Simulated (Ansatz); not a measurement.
## Ligand exchange: LiF + SiH3(SH) → LiSH + SiH3F

Species: LiF, singlet; SiH3(SH) (sulfanylsilane), singlet; LiSH `[Li][SH]`, singlet; SiH3F `F[SiH3]`, singlet. The partners trade F for SH: Li–F and Si–SH bonds give way to Li–SH and Si–F.

Shapes, held fixed at every level: PBE0-D4/def2-TZVP. Programs: Ansatz 0.2.0. The zero-point and thermal change to 298 K, harmonic and unscaled (PBE0-D4/def2-TZVP), is -1.1 kJ/mol.

| level | kind | ΔH(298 K) (kJ/mol) | less CCSD(T)/def2-TZVPP |
| --- | --- | --- | --- |
| HF/def2-TZVPP | Hartree–Fock | -57.4 | -25.3 |
| PBE-D4/def2-TZVPP | GGA | -9.8 | +22.3 |
| PBE0-D4/def2-TZVPP | global hybrid | -19.2 | +12.9 |
| wB97X-V/def2-TZVPP | range-separated hybrid | -25.2 | +6.9 |
| MP2/def2-SVP | perturbation theory | -15.7 | +16.4 |
| CCSD/def2-SVP | coupled cluster or CI | -16.1 | +16.0 |
| CCSD/def2-TZVPP | coupled cluster or CI | -35.0 | -2.9 |
| CCSD(T)/def2-TZVPP | coupled cluster or CI | -32.1 | 0.0 |

The highest level, CCSD(T)/def2-TZVPP, gives ΔH(298 K) = -32.1 kJ/mol; the levels span -57.4 to -9.8. The column of differences is taken from that level and isn't an error. No measured value is set beside it here. Correlated rows may include outer-core shells of Li, which these sets cover unevenly.
